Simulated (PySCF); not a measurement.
fluoroethene (C2H3F), SMILES C=CF. Coordinates come from a B3LYP-D3(BJ)/def2-TZVP optimisation.

PySCF with TDA-B3LYP/def2-SVPD puts the lowest singlet excitations at 7.25, 7.84, 8.19, 8.60, 8.77, 9.06 eV.

### Question
What are the lowest excitation roots from ADC(2)/aug-cc-pVDZ (PySCF)? (Estimate from the structure and the level; the computed values follow.)

### Answer
7.01, 7.63, 7.71, 7.94, 8.52, 8.59 eV. S1 differs by -0.24 eV (second minus first; roots are paired by order, and the bases may differ).
